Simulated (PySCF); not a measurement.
# A barrier at the coupled-cluster level

Start structure (Si2H8S, singlet), relaxed at PBE0-D4/def2-TZVP:

```
atom    x (Å)    y (Å)    z (Å)
 Si1  -1.5772  -0.3419   0.0858
 Si2   0.0141   1.0014  -0.9944
  H3  -1.4333  -1.7653  -0.3158
  H4  -2.9506   0.1061  -0.2810
  H5  -1.4432  -0.2387   1.5634
  H6   2.6866  -0.8506   0.3964
  S7   1.7429  -1.4044   1.1729
  H8  -0.6585   1.9801  -1.8942
  H9   0.9380   0.1816  -1.8232
 H10   0.8210   1.7712  -0.0090
 H11   1.8530  -0.4352   2.0937
```

The step: Si₂H₆ ([SiH3][SiH3]) + H₂S → SiH₄S ([SiH3][SH]) + SiH₄; bonds formed: Si1–S7, Si2–H6; bonds broken: Si1–Si2, H6–S7. Program: PySCF 2.14 with density fitting (its default auxiliary sets; JK sets also for MP2 and CCSD(T)). Basis: def2-TZVPP and def2-QZVPP. Cores are frozen in the correlated methods. Extrapolation: Hartree–Fock as exp(−7.88 √X), correlation as X^−2.97. Energies below are by CCSD(T) at an estimated basis limit (MP2 extrapolated from triple and quadruple zeta, plus CCSD(T) − MP2 in triple zeta).

Q: What are the electronic barrier and the energy of the step, from the start structure to the end structure? (An estimate is asked for; the value comes from the calculation.)

A: The calculation gives: Barrier 62.60 kcal/mol; step energy -12.00 kcal/mol (downhill); reverse barrier, their difference, 74.60 kcal/mol. Barrier and step energy count from the start structure, the reverse barrier from the end structure.

The saddle point: One imaginary mode of 1059i cm⁻¹.
```tsv
pair	start (Å)	saddle (Å)	end (Å)
Si1–S7	3.65	2.34	2.14
Si2–H6	3.54	1.92	1.48
Si1–Si2	2.35	2.51	4.06
H6–S7	1.34	1.63	3.45
```

Zero-point energy (harmonic, PBE0-D4): ZPE is 41.06 kcal/mol at the start and 40.60 kcal/mol at the saddle, so the barrier goes from 62.60 to 62.14 kcal/mol.

T1 diagnostic: at most 0.014.

Labels in which every atom is bracketed show which atoms are joined, not bond orders.

For scale, one of the runs: CCSD(T)/def2-TZVPP, 238 basis functions, launched by `OMP_NUM_THREADS=4 python run.py`. Hardware: 4 CPU threads of an Arm Neoverse V2, shared host. Wall time 11 min; peak host memory 3.6 GiB.
